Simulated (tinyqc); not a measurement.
Starting guesses with plain Roothaan steps: SCF starting guesses in the sto-3g basis, for H2O, spin multiplicity 1. Computed by the program tinyqc with PySCF. 

Geometry (angstrom):

| atom | x | y | z |
|---|---|---|---|
| O | 0.0000 | 0.0000 | 0.0000 |
| H | 0.0000 | 0.9560 | 0.6390 |
| H | 0.0000 | -0.9560 | 0.6390 |

lowest restricted solution found by these runs and by PySCF = -74.913389 hartree

RHF with one setting changed at a time; a run stops when the energy changes by less than 1e-09 hartree and the error matrix is below 1e-5. Starts: the lowest orbitals of the core Hamiltonian, of the Wolfsberg-Helmholz matrix (K = 1.75), projected atomic densities, random orbitals, and the highest orbitals of the core Hamiltonian (a deliberately bad start).

Largest element of the error matrix X^T (FDS - SDF) X:

| iteration | core | Wolfsberg-Helmholz | atomic densities | random | highest core orbitals |
|---|---|---|---|---|---|
| 1 | 5.3e-01 | 5.0e-01 | 8.9e-01 | 8.1e+00 | 3.5e-01 |
| 2 | 2.8e-01 | 1.3e-01 | 2.0e-01 | 1.7e-01 | 5.9e-01 |
| 3 | 9.1e-02 | 3.5e-02 | 3.1e-02 | 1.2e-01 | 2.3e-01 |
| 4 | 2.4e-02 | 1.3e-02 | 8.2e-03 | 7.4e-02 | 6.6e-02 |
| 5 | 8.9e-03 | 4.8e-03 | 1.6e-03 | 4.4e-02 | 1.7e-02 |
| 6 | 3.7e-03 | 2.0e-03 | 2.9e-04 | 2.6e-02 | 6.1e-03 |
| 8 | 8.6e-04 | 4.6e-04 | 3.7e-05 | 8.6e-03 | 1.1e-03 |
| 10 | 2.1e-04 | 1.2e-04 | 7.1e-06 | 2.9e-03 | 2.8e-04 |
| 14 | 1.4e-05 | 7.7e-06 | - | 3.2e-04 | 1.8e-05 |
| 20 | - | - | - | 1.2e-05 | - |

How each run ends:

| run | iterations | E (hartree) | state |
|---|---|---|---|
| core | 15 | -74.91339 | lowest found |
| Wolfsberg-Helmholz | 14 | -74.91339 | lowest found |
| atomic densities | 10 | -74.91339 | lowest found |
| random | 21 | -74.91339 | lowest found |
| highest core orbitals | 16 | -74.91339 | lowest found |

5 of 5 runs reach the lowest restricted solution found, in 10 to 21 iterations (fastest: atomic densities). The first errors are 5e-01, 5e-01, 9e-01, 8e+00, 3e-01; the deliberately bad start has the smallest one, so a small first error does not mark a good start.
